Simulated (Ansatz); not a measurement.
input.yaml (Ansatz)

```yaml
crystal:
  lattice:
    - [4.8744611467, -2.4766506526, 0.0]
    - [4.8744611467, 2.4766506526, 0.0]
    - [0.0, 0.0, 9.1683644386]
  atoms:
    - { symbol: Br, position: [0.883490009, 0.116509991, 0.1114093721] }
    - { symbol: Br, position: [0.616509991, 0.383490009, 0.6114093721] }
    - { symbol: Br, position: [0.116509991, 0.883490009, 0.8885906279] }
    - { symbol: Br, position: [0.383490009, 0.616509991, 0.3885906279] }
hamiltonian:
  xc: rpbe
  pseudopotentials:
    kind: paw
    azcp:
      Br: "pseudopotentials/Br.paw.azcp"
basis:
  ecutwfc: 420
  fft_grid_basis: typed
kpoints:
  mp_grid: { grid: [7, 7, 4], shift: [0, 0, 0] }
magnetization:
  spin_polarized: false
scf:
  occupations: { method: fermi_dirac, width: 0.05 }
```

and its output:

```
Engine: ansatz 0.2.0, x86_64-unknown-linux-gnu
Pseudopotentials: kind: paw
Pseudopotential: Br, paw, valence charge 7, recommended cutoff 420 eV (normal) 
Functional definition: RPBE
  parameter kappa = 0.804
  parameter beta = 0.06672455060314922
  exchange = rpbe_x(kappa = kappa, mu = beta*pi^2/3)
  correlation = pbe_c(beta = beta)
Crystal: 4 atoms, lattice volume = 221.367 Å³
Basis set: ecut = 420 eV, 4303 PW (Γ)
Bands: 18, of which v1, the nominal top of the filled ones, is band 14 counted from 1 (13 counted from 0)
Symmetry: 8 space group operations
Space group: Cmce (ITA 64), of the structure as read, at distance tolerance 6.0e-5 Å
k-points: 48 of 196
Non-local potential: Br, projectors of the file, l = 0: 2, l = 1: 2, l = 2: 2
PAW form: soft (Blöchl's): semilocal exchange-correlation on the pseudo side does not see the compensation charge
PAW frozen core: Br, regenerated for the run's functional, and the local potential with it (the file was generated under x = pbe(κ = 0.804, μ = 0.2195149727645171), c = pbe(β = 0.06672455060314922))
PAW one-centre angular grid: Br, 110 points (default); XC on 64 Gauss nodes
Initial density: superposition of atomic densities (neutral atoms: chi_scale 0, normalization atom), corrected by the library's trained network
Initial wavefunctions: pseudopotential atomic-orbital guess
Functional: x = rpbe, c = pbe(β = 0.06672455060314922)
SCF iter   1: F=—  HF=-11158.074955 eV  |F-HF|=—  |Δ(HF+E_count)|=         —  Δρ=1.53e-3  dr2=3.61e-3  ethr=1.77e-3  ⟨swp⟩=7.0  Hψ=5304  notcnv=0
SCF iter   2: F=—  HF=-11158.076802 eV  |F-HF|=—  |Δ(HF+E_count)|=   1.85e-3  Δρ=8.37e-4  dr2=1.14e-3  ethr=1.29e-5  ⟨swp⟩=2.5  Hψ=2098  notcnv=0
SCF iter   3: F=—  HF=-11158.077391 eV  |F-HF|=—  |Δ(HF+E_count)|=   5.89e-4  Δρ=1.07e-4  dr2=3.10e-5  ethr=4.09e-6  ⟨swp⟩=2.0  Hψ=1536  notcnv=0
SCF iter   4: F=—  HF=-11158.077430 eV  |F-HF|=—  |Δ(HF+E_count)|=   3.91e-5  Δρ=3.09e-5  dr2=2.07e-6  ethr=1.11e-7  ⟨swp⟩=2.0  Hψ=1441  notcnv=0
SCF iter   5: F=—  HF=-11158.077430 eV  |F-HF|=—  |Δ(HF+E_count)|=   2.94e-7  Δρ=1.08e-5  dr2=2.41e-7  ethr=7.41e-9  ⟨swp⟩=2.0  Hψ=1419  notcnv=0
SCF iter   6: F=-11158.077430 eV  HF=-11158.077430 eV  |F-HF|=3.90e-9  |Δ(HF+E_count)|=   5.31e-8  Δρ=1.69e-6  dr2=1.16e-8  ethr=3.57e-10  ⟨swp⟩=3.0  Hψ=2120  notcnv=0
SCF 1 converged in 6 iterations: F = -11158.077430 eV  dr2 = 1.16e-8
SCF converged after 6 iterations
Free energy (F): -11158.077430 eV
Harris-Foulkes:  -11158.077430 eV  (|F-HF|=3.90e-9)
Internal energy: -11158.077430 eV  (E = F + TS)
E sigma→0 (E₀):  -11158.077430 eV
Entropy (-TS):   -0.000000 eV (-0.000 meV/atom)
Fermi energy:    -0.860143 eV
--- Per-component energies (eV) ---
  E_band       = -195.894809
  E_kinetic    = 524.852278
  E_local      = -1370.483329  (includes V_loc(G=0)·N_el)
  E_nonlocal   = 278.149103
  E_hartree    = 411.095419
  E_xc         = -1053.549491
  E_vxc        = -404.107046  (∫ρ·V_xc dr)
  E_paw        = -9010.209089  (= ΣΔE_a)
  E_vpaw       = -46.496629  (= ΣTr[D̂ρ^β])
  E_aug_tail   = -0.000000  (compensation charges beyond the density's cutoff)
  E_ewald      = -937.694348
  E_core_change = -0.237973  (= ΣΔE_core)
  E_smearing   = -0.000000  (= −TS)
  E_closure    = 0.000000  (closes the sum)
  Σ components = -11158.077430   (vs F -11158.077430, Δ=0.00e0)
```
